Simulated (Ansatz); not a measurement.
## A basis-limit estimate, worked out

An elementary step of C2H7Si, doublet (C₂H₆Si (C=C[SiH3]) + H → C₂H₇Si ([CH2][CH2][SiH3]); none broken or loosened, H–C formed or tightened). “Start” and “end” are the PBE0-D4/def2-TZVP structures reached by relaxing down either side of its saddle point, with the molecules still in contact.

Program: Ansatz 0.2.0. Basis: def2-TZVPP and def2-QZVPP. Cores are frozen in the correlated methods; orbitals are unrestricted.

Energies in eV:

| quantity | end | start |
| --- | --- | --- |
| Hartree–Fock, triple zeta (X = 3) | -10033.82008 | -10032.14038 |
| Hartree–Fock, quadruple zeta (X = 4) | -10034.17151 | -10032.49142 |
| MP2 correlation, X = 3 | -12.35700 | -12.43051 |
| MP2 correlation, X = 4 | -13.17635 | -13.24932 |
| CCSD(T) correlation, X = 3 | -14.20653 | -14.14549 |

(1) Work out the step energy at the basis limit: extrapolate Hartree–Fock as E(X) = E∞ + A exp(−7.88 √X) and the MP2 correlation as E(X) = E∞ + B X^−2.97 (the exponents that Neese and Valeev fitted for def2-TZVPP and QZVPP), then add CCSD(T) − MP2 in triple zeta.

The T1 diagnostic stays at or below 0.032. ⟨S²⟩ of the unrestricted Hartree–Fock references: 0.75 to 0.92 (a pure state has 0.75). The unrestricted reference is spin-contaminated, which hurts MP2 most.

Answers

(1) Each step is linear, so take the differences first (end − start): Hartree–Fock -1.67970 (X = 3) and -1.68009 (X = 4); MP2 correlation 0.07351 and 0.07297; CCSD(T) correlation -0.06104.
Two points give E∞ = E(4) + w [E(4) − E(3)], with w = 1/(exp(7.88 (2 − √3)) − 1) = 0.1377 for Hartree–Fock and w = 1/((4/3)^2.97 − 1) = 0.7407 for the correlation.
Hartree–Fock: -1.68009 + 0.1377 × (-0.00039) = -1.6801 eV.
MP2 correlation: 0.07297 + 0.7407 × (-0.00054) = 0.0726 eV.
CCSD(T) − MP2: -0.06104 − 0.07351 = -0.1346 eV.
Sum: -1.6801 + 0.0726 + (-0.1346) = -1.7421 eV, or -40.17 kcal/mol. Plain CCSD(T) in triple zeta gives -1.7407 eV, so the larger basis shifts the result by -0.0014 eV.

Labels in which every atom is bracketed show which atoms are joined, not bond orders.

For scale, one of the runs: CCSD(T)/def2-TZVPP, 202 basis functions, launched by `ansatz run in.yaml --threads 4 --pin off --events-out ev --progress --plain --max-ram 9574MiB`. The run took 2.4 min on 4 CPU threads of an Intel Xeon (shared host), with 6.3 GiB of host memory at its peak.
